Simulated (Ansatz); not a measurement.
Below is the output of a Python script on Ansatz's Python interface that makes a single point in a Gaussian basis of C₃H₆N, SMILES CCC=[N]. Write a script that gives it. Settings: PBE0, aug-cc-pVDZ basis, multiplicity 2.

```xyz
10

C    -1.1097   -0.2359   -0.2407
C     0.1153    0.5803    0.1592
C     1.3434   -0.2786    0.2130
N     1.8429   -0.7691   -0.8612
H    -1.2763   -1.0612    0.4845
H    -2.0064    0.4190   -0.2461
H    -0.9766   -0.6620   -1.2581
H     0.2695    1.4058   -0.5687
H    -0.0598    1.0277    1.1611
H     1.8578   -0.4261    1.1571
```

Output of `python c3h6n_energy.py`:
```text
converged              True
free_energy_ev         -4691.830793868699
reference_energy_ev    -4691.830793868699
n_frozen               0
n_occupied             [16, 15]
n_virtual              [130, 131]
```

The script that was run (others could print the same):

Script `c3h6n_energy.py`:
```python
import sys

import ansatz as az
from ase import Atoms

atoms = Atoms(["C", "C", "C", "N", "H", "H", "H", "H", "H", "H"], positions=[
    (-1.1097, -0.2359, -0.2407),
    (0.1153, 0.5803, 0.1592),
    (1.3434, -0.2786, 0.213),
    (1.8429, -0.7691, -0.8612),
    (-1.2763, -1.0612, 0.4845),
    (-2.0064, 0.419, -0.2461),
    (-0.9766, -0.662, -1.2581),
    (0.2695, 1.4058, -0.5687),
    (-0.0598, 1.0277, 1.1611),
    (1.8578, -0.4261, 1.1571),
])
molecule = az.Crystal.molecule_from_ase(atoms)

setup = (
    molecule.calculation()
    .basis(gaussian="aug-cc-pVDZ")
    .functional("PBE0")
    .spin("collinear", total=1)
)
try:
    r = setup.run(threads=1, backend="cpu").report
except az.AnsatzError as error:
    sys.exit(f"{type(error).__name__}: {error}")

for key in ("converged", "free_energy_ev", "reference_energy_ev", "n_frozen", "n_occupied", "n_virtual"):
    print(f"{key:22s} {r[key]}")
```

Total energies depend on the basis set; only differences at equal settings carry meaning. The geometry is a force-field or estimated start, not a minimum of this method, and the basis set is short of its limit. The run takes the species as open-shell (spin multiplicity 2), which needn't be its ground state. It ran for 11 s on 1 thread of Arm Neoverse V1 (shared host), peak memory 0.43 GiB.
